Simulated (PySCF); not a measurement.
## Two structures, one formula

The two ends of one reaction step of SiNH₇S, singlet (PBE0-D4/def2-TZVP).

A:

```tsv
atom	x (Å)	y (Å)	z (Å)
Si1	-0.2661	-0.1090	0.5708
H2	1.0378	-0.6452	0.1010
H3	-1.3437	-0.7705	-0.2212
H4	-0.3553	1.3548	0.3419
N5	-0.3353	-0.3611	2.2752
H6	1.0615	-0.4124	-3.0090
S7	0.2219	0.6320	-2.9485
H8	-0.1394	-1.2754	2.6505
H9	-1.0572	0.0923	2.8123
H10	1.2053	1.4723	-2.5920
```

B:

```
10
angstrom
Si -0.9401 0.4500 -0.1772
H 1.5228 -2.5313 -0.3512
H -1.6452 -0.6978 -0.7941
H -1.8538 1.5820 0.1104
N -0.2738 -0.0037 1.3299
H 1.6015 -1.8645 -0.6802
S 0.4296 1.0044 -1.7381
H 0.3922 -0.7569 1.3931
H -0.1044 0.6962 2.0333
H 0.9022 2.0895 -1.1019
```

Program: PySCF 2.14 with density fitting (its default auxiliary sets; JK sets also for MP2 and CCSD(T)). Basis: def2-TZVPP. Cores are frozen in the correlated methods. B3LYP uses VWN-RPA correlation.

(1) Which structure is lower at CCSD(T), and by how much? (Judge from chemistry; the value comes from the calculation.)

The T1 diagnostic stays at or below 0.011.

Answers

(1) The calculation gives: B, by 10.08 kcal/mol (electronic energy, against the other). By their contacts, A is a complex of SiNH₅ ([NH2][SiH3]) + H₂S and B is a complex of SiNH₅S ([NH2][SiH2][SH]) + H₂.

All methods give the same order:

| method | E(B) − E(A) (kcal/mol) |
| --- | --- |
| SPW92 | -11.42 |
| PBE-D4 | -12.57 |
| r2SCAN-D4 | -12.52 |
| PBE0-D4 | -11.79 |
| B3LYP-D4 | -10.83 |
| BHLYP-D4 | -9.90 |
| wB97M-V | -10.79 |
| HF | -6.96 |
| MP2 | -12.26 |
| CCSD | -9.08 |
| CCSD(T) | -10.08 |

Labels in which every atom is bracketed show which atoms are joined, not bond orders.

For scale, one of the runs: CCSD(T)/def2-TZVPP, 213 basis functions, launched by `OMP_NUM_THREADS=4 python run.py`. The run took 6.5 min on 4 CPU threads of an Arm Neoverse V2 (shared host), with 2.7 GiB of host memory at its peak.
